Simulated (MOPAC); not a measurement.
MOPAC input (MNDO):

```
MNDO 1SCF GEO-OK AUX(PRECISION=9) THREADS=1
H2O

O     0.00702152 1    0.00134342 1    0.11666744 1
H    -0.04995842 1    0.75929218 1   -0.47415850 1
H    -0.00621371 1   -0.77003954 1   -0.45918106 1
```

### Question
What heat of formation does the run end on, and which ionisation energy by Koopmans theorem?

### Answer
-60.44 kcal/mol; 12.18 eV.
